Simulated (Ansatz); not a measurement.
A made-up structure of SiH3SO, doublet:

```
atom    x (Å)    y (Å)    z (Å)
  O1  -1.7743   0.0747   0.3521
 Si2  -0.1793   0.0601  -0.3721
  S3   1.1158   0.7066   0.6809
  H4  -0.0606  -1.5016  -0.7105
  H5   0.1526   1.0180  -1.4615
  H6   0.7458  -0.3577   1.5110
```

It is relaxed with PBE-D4/def2-SVP and then PBE0-D4/def2-TZVP (Ansatz 0.2.0). Atoms count as bonded within 1.22 times the sum of their covalent radii (H–H: 0.88 Å). The end point is not checked to be a true minimum.

Q: Does its bonding change? (A judgement: the text doesn't fix the answer.)

A: The calculation gives: No: no bond forms or breaks.

Where it ends: The first stage lowers the energy by 2.20 eV in 12 steps. It ends as SiH₃SO ([O][SiH2][SH]):
O1  (-1.791, 0.071, 0.127)
Si2  (-0.241, 0.056, -0.444)
S3  (1.259, 0.651, 0.933)
H4  (-0.169, -1.389, -0.809)
H5  (-0.054, 0.946, -1.614)
H6  (0.996, -0.336, 1.808)
(Å)

Labels in which every atom is bracketed show which atoms are joined, not bond orders.

For scale, one of the runs: PBE0-D4/def2-TZVP relaxation, 123 basis functions, launched by `ansatz run in.yaml --threads 2 --pin off --events-out ev --progress --plain --max-ram 4352MiB`. Hardware: 2 CPU threads of an Arm Neoverse V1, shared host. Wall time about 49 s.
